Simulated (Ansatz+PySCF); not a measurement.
# Stretching singlet CH(+)

The C–H distance is varied.

Basis set: 6-31G (spherical functions). Left uncorrelated: 1 orbital. Charge 1, multiplicity 1.

Computed with Ansatz (development build ahead of 0.2.0) and PySCF 2.14.0, each point on the determinant that the search for low states chose. Each curve is measured from its own lowest point listed. The UHF-CCSD(T) curve may step between solutions.

```csv
r(C–H) (Å),RHF-MP2 (eV),UHF-CCSD(T) (eV),full CI (lowest root of this spin) (eV)
1.032,0.164,0.202,0.201
1.090,0.021,0.041,0.041
1.147,0.000,0.000,0.000
1.205,0.066,0.043,0.044
1.262,0.192,0.144,0.145
1.319,0.357,0.282,0.284
1.377,0.549,0.444,0.447
1.434,0.756,0.619,0.622
1.491,0.971,0.799,0.804
1.549,1.189,0.979,0.986
1.606,1.406,1.156,1.164
1.663,1.620,1.330,1.338
1.721,1.829,1.496,1.504
1.778,2.033,1.650,1.663
1.835,2.230,1.791,1.814
1.893,2.420,1.909,1.956
2.409,3.809,3.141,2.863
2.466,3.927,3.165,2.926
2.524,4.037,3.187,2.982
2.581,4.141,3.207,3.032
2.639,4.238,3.225,3.076
2.696,4.328,3.242,3.116
2.753,4.412,3.256,3.150
2.811,4.490,3.269,3.180
2.868,4.561,3.281,3.207
```

Task: Give the RHF curve at the same distances.

Result:

| r (Å) | E (eV) |
| --- | --- |
| 1.032 | 0.108 |
| 1.090 | 0.000 |
| 1.147 | 0.015 |
| 1.205 | 0.117 |
| 1.262 | 0.279 |
| 1.319 | 0.481 |
| 1.377 | 0.709 |
| 1.434 | 0.952 |
| 1.491 | 1.203 |
| 1.549 | 1.457 |
| 1.606 | 1.710 |
| 1.663 | 1.961 |
| 1.721 | 2.207 |
| 1.778 | 2.447 |
| 1.835 | 2.681 |
| 1.893 | 2.909 |
| 2.409 | 4.635 |
| 2.466 | 4.790 |
| 2.524 | 4.937 |
| 2.581 | 5.078 |
| 2.639 | 5.211 |
| 2.696 | 5.338 |
| 2.753 | 5.458 |
| 2.811 | 5.572 |
| 2.868 | 5.680 |

Caution for RHF at some points, RHF-MP2 at some points: an unrestricted determinant lies well below. Caution for RHF-MP2 at some points, UHF-CCSD(T) at some points: bonds are stretched, where a single reference can fail; large amplitudes, a single reference is doubtful. Caution for RHF-MP2 at some points: the program doubts this total. Caution for UHF-CCSD(T) at some points: a plain start can end on a higher determinant; the unrestricted determinant is a mixture of spin states; another reference gives a lower total.
